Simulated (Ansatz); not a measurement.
The inner images of a band of C3H6ClFO (12 atoms, charge 0, multiplicity 1) are given out of order.

The calculation used Ansatz, RKS PBE0-D4/STO-3G.

Initial state:

```xyz
12
Properties=species:S:1:pos:R:3
C -1.904 0.076 -0.049
O -0.635 -0.170 0.630
C 0.422 -0.104 -0.365
F 0.368 -1.203 -1.231
C 1.775 -0.137 0.430
Cl 2.066 1.456 1.270
H -2.123 -0.687 -0.822
H -1.931 1.075 -0.529
H -2.688 0.032 0.724
H 0.363 0.846 -0.966
H 1.747 -0.926 1.201
H 2.618 -0.312 -0.258
```

Final state:

```xyz
12
Properties=species:S:1:pos:R:3
C -1.869 0.369 -0.133
O -0.603 0.304 0.592
C 0.410 -0.179 -0.334
F 0.146 -1.484 -0.750
C 1.781 -0.086 0.422
Cl 1.825 -1.226 1.844
H -2.184 -0.621 -0.518
H -1.823 1.076 -0.986
H -2.624 0.726 0.586
H 0.478 0.490 -1.241
H 2.610 -0.361 -0.251
H 1.930 0.938 0.803
```

Put them in order from the first end to the last, with their energies above the first end.
A.
```xyz
12
Properties=species:S:1:pos:R:3
C -1.854 0.420 -0.176
O -0.609 0.301 0.580
C 0.396 -0.243 -0.317
F 0.086 -1.556 -0.685
C 1.790 -0.196 0.423
Cl 1.635 -0.116 2.238
H -2.181 -0.549 -0.602
H -1.769 1.154 -1.002
H -2.620 0.770 0.536
H 0.479 0.382 -1.252
H 2.357 -1.112 0.184
H 2.367 0.688 0.107
```
B.
```xyz
12
Properties=species:S:1:pos:R:3
C -1.829 0.498 -0.206
O -0.581 0.397 0.547
C 0.389 -0.279 -0.301
F 0.016 -1.602 -0.544
C 1.775 -0.205 0.434
Cl 1.629 -0.595 2.209
H -2.200 -0.491 -0.539
H -1.725 1.150 -1.097
H -2.571 0.943 0.477
H 0.504 0.256 -1.288
H 2.471 -0.937 -0.008
H 2.198 0.810 0.350
```
C.
```xyz
12
Properties=species:S:1:pos:R:3
C -1.897 0.154 -0.077
O -0.640 -0.066 0.633
C 0.420 -0.120 -0.358
F 0.318 -1.270 -1.150
C 1.783 -0.172 0.421
Cl 1.901 1.168 1.651
H -2.169 -0.703 -0.724
H -1.866 1.067 -0.704
H -2.676 0.278 0.693
H 0.398 0.789 -1.023
H 1.881 -1.131 0.955
H 2.623 -0.049 -0.283
```
D.
```xyz
12
Properties=species:S:1:pos:R:3
C -1.890 0.239 -0.109
O -0.642 0.058 0.629
C 0.413 -0.149 -0.347
F 0.252 -1.368 -1.018
C 1.793 -0.185 0.417
Cl 1.778 0.784 1.961
H -2.186 -0.674 -0.663
H -1.828 1.079 -0.830
H -2.666 0.469 0.639
H 0.421 0.683 -1.105
H 2.042 -1.226 0.681
H 2.589 0.234 -0.220
```
E.
```xyz
12
Properties=species:S:1:pos:R:3
C -1.876 0.332 -0.144
O -0.630 0.193 0.608
C 0.405 -0.195 -0.334
F 0.165 -1.474 -0.848
C 1.797 -0.189 0.418
Cl 1.687 0.343 2.159
H -2.179 -0.614 -0.633
H -1.806 1.120 -0.920
H -2.651 0.619 0.587
H 0.451 0.533 -1.193
H 2.209 -1.214 0.416
H 2.505 0.491 -0.082
```

C (+0.029 eV), D (+0.099 eV), E (+0.139 eV), A (+0.109 eV), B (+0.052 eV).

Time of the run: 120 s on 1 CPU thread of a shared host.
